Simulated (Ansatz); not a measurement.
Input file for Ansatz (a quantum-chemistry and plane-wave program): R-BLYP/def2-TZVPPD on C2H8 (a complex). Files ending in .json are basis or fitting sets from the Basis Set Exchange.

Ansatz 0.2 input:
```yaml
crystal:
  periodic: [false, false, false]
  atoms:
    - {symbol: C, position_ang: [-0.00000000, 0.00000000, 1.81901457]}
    - {symbol: H, position_ang: [0.51274115, 0.88809373, 1.45476743]}
    - {symbol: H, position_ang: [0.51274115, -0.88809373, 1.45476743]}
    - {symbol: H, position_ang: [-1.02548230, 0.00000000, 1.45476743]}
    - {symbol: H, position_ang: [0.00000000, -0.00000000, 2.90722072]}
    - {symbol: C, position_ang: [0.00000000, -0.00000000, -1.81901457]}
    - {symbol: H, position_ang: [-0.00000000, 0.00000000, -2.90722072]}
    - {symbol: H, position_ang: [-0.51274115, 0.88809373, -1.45476743]}
    - {symbol: H, position_ang: [-0.51274115, -0.88809373, -1.45476743]}
    - {symbol: H, position_ang: [1.02548230, -0.00000000, -1.45476743]}
basis:
  gaussian:
    orbitals: def2-TZVPPD.json
hamiltonian:
  xc: {name: BLYP}
scf: {lower_state_search: off}
```

The log:

```
WARN ansatz: RAYON_NUM_THREADS=1 ignored (pool sized by the plan → 1); use --threads N
Functional definition: BLYP
these checks for a lower state are left out or cut short: stability, starts, cluster_reference, orbital_swaps, neighbouring_geometries, increment
integrals: 0.06 GiB planned
820 factors; their error is unknown
mean field: 0.72 GiB planned
mean field evaluation 1: about -2187.8248 eV, gradient 8.6e1 eV
mean field evaluation 2: about -2167.8605 eV, gradient 1.1e2 eV
mean field evaluation 4: about -2204.2112 eV, gradient 7.8e-1 eV
mean field evaluation 8: about -2204.1773 eV, gradient 6.3e-1 eV
mean field evaluation 16: about -2204.1778 eV, gradient 4.6e-6 eV
mean field -2204.17776804 eV, -81.0020389302 hartree, gradient 4.2e-6 eV, S^2 0.000000; 0 other end points of the search recorded, 0 dependent functions left out
reference -2204.17814458 eV, -81.0020527676 hartree; 10, 10 occupied and 200, 200 virtual orbitals, 820 factors
Total energy: -2204.17814458 eV, -81.0020527676 hartree
Checks for a lower state left out: stability, starts, cluster_reference, orbital_swaps, neighbouring_geometries, increment
```

The run converged.

Cost: about 2.3 core-seconds (a rough figure).
